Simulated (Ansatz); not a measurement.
Energy needed to pull apart CH4SSi (SMILES CS[SiH]), closed shell, into free ground-state atoms, from the structure below (displaced at random from its PBE0-D4/def2-TZVP minimum); no zero-point or spin–orbit terms; open-shell atoms are treated unrestricted, in their ground-state multiplicity.

C1  (-0.890, 0.616, -0.333)
S2  (-0.109, -0.831, 0.582)
Si3  (1.866, -0.561, 0.216)
H4  (-1.193, 1.151, 0.389)
H5  (0.007, 1.036, -0.968)
H6  (-1.485, 0.329, -1.317)
H7  (2.165, -1.884, 1.141)
(Å)

Program: Ansatz 0.2.0. Basis: def2-TZVPP. Cores are frozen in the correlated methods.

| method | atomization energy (eV) |
| --- | --- |
| PBE-D4 | ? |
| r2SCAN-D4 | 22.58 |
| PBE0-D4 | 22.54 |
| wB97M-V | ? |
| HF | 15.78 |
| MP2 | 21.90 |
| CCSD | 21.42 |
| CCSD(T) | 21.83 |

(1) What does PBE-D4 give? (To be estimated.)

(2) What does wB97M-V give? (An estimate is asked for; the value comes from the calculation.)

The T1 diagnostic stays at or below 0.016.

## Answers

(1) Computed: 22.98 eV, which is about 1.15 eV more than CCSD(T)/def2-TZVPP.

(2) The calculation gives: 22.70 eV, which is about 0.87 eV more than CCSD(T)/def2-TZVPP.

In triple zeta the MP2 and coupled-cluster atomization energies are still short of their basis limit by a few kcal/mol a bond, whereas those of the functionals are nearly converged, so these differences are not deviations from converged CCSD(T).

For scale, one of the runs: CCSD(T)/def2-TZVPP forces, 171 basis functions (an equivalent command: `ansatz run in.yaml --threads 2`). The run took 100 s on 2 CPU threads (shared host), with 2.4 GiB of host memory at its peak.
